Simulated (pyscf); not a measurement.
Structures and frequencies: ωB97X-D3(BJ)/def2-SVP in PySCF.

### Question
`[GeH4]` + `[FH]` -> `[F][GeH3]` + `[H][H]`
Surface: singlet. Broken: Ge–H, F–H. Formed: F–Ge, H–H. Give ΔE‡ and ΔE from ωB97M-D3(BJ)/def2-TZVP, relative to the separated reactants.

### Answer
ΔE‡ = 160.7 kJ/mol, ΔE = -36.3 kJ/mol. Zero-point energy shifts the barrier by -0.3 kJ/mol. It is a four-centre exchange, with an imaginary mode of 1235i cm⁻¹. One saddle was located; it need not be the lowest between these sides. Elements up to Kr have no core potential and no relativistic terms here.
